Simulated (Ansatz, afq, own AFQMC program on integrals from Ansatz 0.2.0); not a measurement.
# AlH4⁻, singlet: AFQMC among the cluster methods

| atom | x (Å) | y (Å) | z (Å) |
| --- | --- | --- | --- |
| Al | -0.0113 | 0.0114 | 0.0113 |
| H | 0.9387 | 0.9627 | 0.9618 |
| H | -0.9651 | -0.9360 | 0.9620 |
| H | -0.9588 | 0.9613 | -0.9432 |
| H | 1.2885 | -1.2921 | -1.2825 |

Basis 6-31++G**. Only valence electrons are correlated. Integrals, coupled cluster, full CI and functionals: Ansatz 0.2.0; the random walks run on the same integrals in our own AFQMC program. ph-AFQMC/CISD is guided by a CISD state made of CCSD amplitudes; releasing the constraint for a short imaginary time cuts its bias at the price of noise, slowly where states lie close. Uncertainties: one standard error, sampling alone.

Determinant: RHF, the one that the program's search chose, which needn't be the lowest solution. The geometry is a point of a scan.

No full CI on the walks' own integrals is used here; CCSDT(Q) serves as the reference and is uncertain by about the last step of the cluster series.

Cautions: the ph-AFQMC/CISD walk drifts between its halves (2.4 errors).

```
T1 diagnostic                               : 0.0153
weight of the determinant in the CISD state : 0.919
size of the correlated space                : 8 electrons in 42 orbitals
```

Reference: CCSDT(Q), correlation energy -3.356 eV. The released energy is read at 2.40 1/Eh (meV from the phaseless value at times in 1/Eh: 1 ± 7 at 0.24, -1 ± 7 at 0.51, -5 ± 6 at 0.99, -12 ± 5 at 1.62, -3 ± 5 at 2.40).

```csv
level,E − E(reference) (kJ/mol),share of correlation (%)
HF,323.9,0.00
MP2,77.7,76.02
CCSD,6.8,97.91
CCSD(T),1.7,99.48
CCSDT,0.1,99.97
ph-AFQMC/CISD,0.5 ± 0.5,99.84
released AFQMC,0.2 ± 0.5,99.94
```

A walk keeps the symmetry of its determinant, which the program's search chose and which needn't be the lowest solution, so a lower state of the same spin and another symmetry isn't excluded. Released energies are given only where the last usable release times agree within the noise; a slower fall can still hide under it.
